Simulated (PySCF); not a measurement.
We consider rock-salt NaF, described by PBE (GTH pseudopotentials, Gaussian basis, DZ basis; PySCF).

The same calculation (at the measured cell, 12.430 Å³/atom) with different numerical settings:

| run | k mesh | gap on the mesh (eV) | total energy (eV/atom) |
|---|---|---|---|
| 1 | 2×2×2 | 6.298 | -973.6253 |
| 2 | 3×3×3 | 6.388 | -973.6829 |
| 3 | 4×4×4 | 6.394 | -973.6851 |

In the column total energy (eV/atom) the first row differs from the last by +0.0598 and the next to last by +0.0022.

The last row is no converged limit: other settings stay fixed.
